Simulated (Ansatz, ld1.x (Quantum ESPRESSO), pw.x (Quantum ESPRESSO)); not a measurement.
**What a changed setting does to a pw.x run (sc Al)**

Potential: norm-conserving Troullier–Martins (Kleinman–Bylander form), ld1.x (Quantum ESPRESSO) 7.5, LDA (PW92); core [Ne], reference 3s1.5 3p0; waves: 3s (bound): rc 2.78 bohr; 3d channel at 0.4 Ry: rc 2.58 bohr; 3p (bound, empty): rc 2.44 bohr; local part: the p channel; core correction: Bessel-smoothed model core, default radius (core density twice the valence density).

The reference run (k-mesh 12³, cutoffs 50/200 Ry, Fermi–Dirac 0.01 Ry, mixing_beta 0.4, conv_thr 1e-9, no spin) gives -0.44 GPa at 19.228 Å³/atom, where all-electron LAPW gives 0.27 GPa. This run, with its own iteration cap, changes nosym to true.

```
&control
  calculation='scf', prefix='x', pseudo_dir='./', outdir='./tmp', tstress=.true., disk_io='none'
/
&system
  ibrav=0, nat=1, ntyp=1, ecutwfc=50, ecutrho=200, nbnd=8,
  occupations='smearing', smearing='fd', degauss=0.01, nosym=.true.
/
&electrons
  conv_thr=1e-09, mixing_beta=0.4, electron_maxstep=60
/
ATOMIC_SPECIES
Al 1.0 Al.UPF
CELL_PARAMETERS angstrom
  2.67903284 0.00000000 0.00000000
  0.00000000 2.67903284 0.00000000
  0.00000000 0.00000000 2.67903284
ATOMIC_POSITIONS crystal
Al 0.0000 0.0000 0.0000
K_POINTS automatic
12 12 12 0 0 0
```

```bash
pw.x < Al.scf.in > Al.scf.out
```

Problem. How does the run end?

Solution. It converges in 7 iterations; the free energy moves by +0.0 meV/atom and the pressure by +0.00 GPa. The result is that of the reference run.

```
lattice parameter (alat)  =       5.0626  a.u.
     unit-cell volume          =     129.7570 (a.u.)^3
     number of electrons       =         3.00
     number of Kohn-Sham states=            8
     kinetic-energy cutoff     =      50.0000  Ry
     charge density cutoff     =     200.0000  Ry
     scf convergence threshold =      1.0E-09
     Exchange-correlation= PW
     number of k points=   868  Fermi-Dirac smearing, width (Ry)=  0.0100
     iteration #  1     ecut=    50.00 Ry     beta= 0.40
     total energy              =      -8.74555455 Ry
     estimated scf accuracy    <       0.07134616 Ry
     iteration #  2     ecut=    50.00 Ry     beta= 0.40
     total energy              =      -8.73491968 Ry
     estimated scf accuracy    <       0.02037054 Ry
     iteration #  3     ecut=    50.00 Ry     beta= 0.40
     total energy              =      -8.73659222 Ry
     estimated scf accuracy    <       0.00004264 Ry
     iteration #  4     ecut=    50.00 Ry     beta= 0.40
     total energy              =      -8.73657668 Ry
     estimated scf accuracy    <       0.00006045 Ry
     iteration #  5     ecut=    50.00 Ry     beta= 0.40
     total energy              =      -8.73658067 Ry
     estimated scf accuracy    <       0.00000008 Ry
     iteration #  6     ecut=    50.00 Ry     beta= 0.40
     total energy              =      -8.73658075 Ry
     estimated scf accuracy    <       0.00000012 Ry
     iteration #  7     ecut=    50.00 Ry     beta= 0.40
     the Fermi energy is     5.7317 ev
!    total energy              =      -8.73658076 Ry
     estimated scf accuracy    <          1.2E-10 Ry
     smearing contrib. (-TS)   =      -0.00223785 Ry
     The total energy is F=E-TS. E is the sum of the following terms:
     one-electron contribution =       2.55896276 Ry
     hartree contribution      =       0.03087747 Ry
     xc contribution           =      -6.28023653 Ry
     ewald contribution        =      -5.04394661 Ry
     convergence has been achieved in   7 iterations
          total   stress  (Ry/bohr**3)                   (kbar)     P=       -4.39
     Message from routine punch:
     Nothing written, as per user request (disk_io='none')
```

The run took about 69 s on one core of a shared server CPU.
